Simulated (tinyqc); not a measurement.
Inside a calculation. Method: extended Hueckel theory, for BH3. One step of it, computed by the program tinyqc.

Task: Mulliken analysis. P = C n C^T; charge = valence electrons (B 3, H 1) minus the sum of (P S)_ii on the atom; overlap population = 2 sum P_ij S_ij between two atoms.

coefficients, order 1B 2s, 1B 2px, 1B 2py, 1B 2pz, 2H 1s, 3H 1s, 4H 1s:
$$\begin{pmatrix}
0.543825 & 0.000000 & -0.000028 & 0.018768 & 0.002459 & 0.000000 & 1.597074 \\
0.000005 & 0.000000 & 0.327720 & 0.000000 & 1.377434 & 0.000000 & -0.002649 \\
0.000000 & 0.327764 & 0.000000 & 0.000000 & 0.000000 & 1.378084 & 0.000000 \\
0.000632 & 0.000000 & 0.000001 & 0.999763 & -0.000050 & 0.000000 & -0.032526 \\
0.266325 & 0.000000 & 0.640416 & -0.006221 & -1.044259 & 0.000000 & -0.840336 \\
0.266451 & 0.554437 & -0.320028 & -0.006221 & 0.520012 & -0.903772 & -0.843827 \\
0.266451 & -0.554437 & -0.320028 & -0.006221 & 0.520012 & 0.903772 & -0.843827
\end{pmatrix}$$

occupations: [2.000000, 2.000000, 2.000000, 0.000000, 0.000000, 0.000000, 0.000000]

overlap S, order 1B 2s, 1B 2px, 1B 2py, 1B 2pz, 2H 1s, 3H 1s, 4H 1s:
$$\begin{pmatrix}
1.000000 & 0.000000 & 0.000000 & 0.000000 & 0.512356 & 0.512637 & 0.512637 \\
0.000000 & 1.000000 & 0.000000 & 0.000000 & 0.546082 & -0.273023 & -0.273023 \\
0.000000 & 0.000000 & 1.000000 & 0.000000 & 0.000000 & 0.473112 & -0.473112 \\
0.000000 & 0.000000 & 0.000000 & 1.000000 & -0.009109 & -0.009117 & -0.009117 \\
0.512356 & 0.546082 & 0.000000 & -0.009109 & 1.000000 & 0.107540 & 0.107540 \\
0.512637 & -0.273023 & 0.473112 & -0.009117 & 0.107540 & 1.000000 & 0.107571 \\
0.512637 & -0.273023 & -0.473112 & -0.009117 & 0.107540 & 0.107571 & 1.000000
\end{pmatrix}$$

Give: charges; Overlap populations.

Result:

charges: 1B 0.846, 2H -0.282, 3H -0.282, 4H -0.282

Overlap populations:
```
pair      value
2-1    0.755227
3-1    0.755583
3-2   -0.057637
4-1    0.755583
4-2   -0.057637
4-3   -0.057653
```
